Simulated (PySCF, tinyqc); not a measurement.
CCSD on RHF in the sto-3g basis, frozen core, for HF, spin multiplicity 1, step by step. The lowest restricted solution is unstable here: a spin-polarised one lies 0.0148 hartree lower (PySCF). One step of it, computed by the program tinyqc.

Task: Integrals over molecular orbitals. (pq|rs) = sum C_ip C_jq C_kr C_ls (ij|kl), one index at a time.

coefficients C:
```
              MO1        MO2       MO3        MO4        MO5        MO6
1F 1s    0.995022  -0.259825  0.000000   0.000000   0.043203   0.045679
1F 2s    0.020331   1.005609  0.000000   0.000000  -0.219006  -0.244912
1F 2px   0.000000   0.000000  0.997377  -0.072381   0.000000   0.000000
1F 2py   0.000000   0.000000  0.072381   0.997377   0.000000   0.000000
1F 2pz   0.001002   0.015991  0.000000   0.000000   0.685569  -0.757886
2H 1s   -0.002539   0.085220  0.000000   0.000000   0.612122   0.848094
```

core Hamiltonian H = T + V (hartree), lower triangle:
```
             1F 1s       1F 2s     1F 2px     1F 2py     1F 2pz      2H 1s
1F 1s   -40.422283
1F 2s    -9.484215  -10.900396
1F 2px    0.000000    0.000000  -8.583571
1F 2py    0.000000    0.000000   0.000000  -8.583571
1F 2pz   -0.007136   -0.089100   0.000000   0.000000  -8.626636
2H 1s    -0.746182   -1.859112   0.000000   0.000000  -1.363878  -4.012836
```

Two-electron integrals (ij|kl) in chemists' order, unique and non-zero (hartree):
```
(11|11) 5.403501   (21|11) 0.841920   (21|21) 0.156299   (22|11) 1.268028
(22|21) 0.292344   (22|22) 0.926167   (31|31) 0.027998   (32|31) 0.043169
(32|32) 0.204588   (33|11) 1.264502   (33|21) 0.292403   (33|22) 0.925959
(33|33) 0.997514   (41|41) 0.027998   (42|41) 0.043169   (42|42) 0.204588
(43|43) 0.053770   (44|11) 1.264502   (44|21) 0.292403   (44|22) 0.925959
(44|33) 0.889973   (44|44) 0.997514   (51|51) 0.027998   (52|51) 0.043169
(52|52) 0.204588   (53|53) 0.053770   (54|54) 0.053770   (55|11) 1.264502
(55|21) 0.292403   (55|22) 0.925959   (55|33) 0.889973   (55|44) 0.889973
(55|55) 0.997514   (61|11) 0.066412   (61|21) 0.012236   (61|22) 0.022778
(61|33) 0.022746   (61|44) 0.022746   (61|51) 0.000471   (61|52) 0.000893
(61|55) 0.022846   (61|61) 0.000967   (62|11) 0.189946   (62|21) 0.044474
(62|22) 0.159980   (62|33) 0.157581   (62|44) 0.157581   (62|51) 0.002977
(62|52) 0.024620   (62|55) 0.164615   (62|61) 0.003535   (62|62) 0.035827
(63|31) 0.004387   (63|32) 0.027038   (63|53) 0.005005   (63|63) 0.005030
(64|41) 0.004387   (64|42) 0.027038   (64|54) 0.005005   (64|64) 0.005030
(65|11) 0.138474   (65|21) 0.032811   (65|22) 0.126519   (65|33) 0.121382
(65|44) 0.121382   (65|51) 0.006273   (65|52) 0.045101   (65|55) 0.136649
(65|61) 0.002698   (65|62) 0.034932   (65|65) 0.038925   (66|11) 0.393931
(66|21) 0.093692   (66|22) 0.389728   (66|33) 0.378682   (66|44) 0.378682
(66|51) 0.006726   (66|52) 0.079934   (66|55) 0.411543   (66|61) 0.007464
(66|62) 0.119465   (66|65) 0.136635   (66|66) 0.774606
```

Give: one-electron integrals over orbitals h = C^T H C; Two-electron integrals over orbitals.

Result:

one-electron integrals over orbitals h = C^T H C (hartree), lower triangle:
```
          1        2        3        4        5        6
1  -40.4051
2    0.7260  -9.1192
3    0.0000   0.0000  -8.5836
4    0.0000   0.0000   0.0000  -8.5836
5   -0.1135   0.4521   0.0000   0.0000  -6.6363
6   -0.1252   0.6909   0.0000   0.0000   2.3456  -5.9321
```

Two-electron integrals over orbitals (pq|rs), unique and non-zero (hartree); the lowest 1 orbital is frozen and left out:
```
(22|22) 0.8776    (32|32) 0.1907    (33|22) 0.8983    (33|33) 0.9975
(42|42) 0.1907    (43|43) 0.0538    (44|22) 0.8983    (44|33) 0.8900
(44|44) 0.9975    (52|22) -0.0456   (52|33) -0.0605   (52|44) -0.0605
(52|52) 0.1286    (53|32) -0.0244   (53|53) 0.0334    (54|42) -0.0244
(54|54) 0.0334    (55|22) 0.6763    (55|33) 0.6622    (55|44) 0.6622
(55|52) -0.0098   (55|55) 0.6589    (62|22) -0.0747   (62|33) -0.0744
(62|44) -0.0744   (62|52) -0.0816   (62|55) -0.0204   (62|62) 0.0913
(63|32) -0.0250   (63|53) -0.0234   (63|63) 0.0285    (64|42) -0.0250
(64|54) -0.0234   (64|64) 0.0285    (65|22) -0.2516   (65|33) -0.2568
(65|44) -0.2568   (65|52) 0.0736    (65|55) -0.0881   (65|62) 0.0315
(65|65) 0.2434    (66|22) 0.6295    (66|33) 0.6155    (66|44) 0.6155
(66|52) 0.0404    (66|55) 0.6391    (66|62) -0.0495   (66|65) -0.0285
(66|66) 0.6626
```
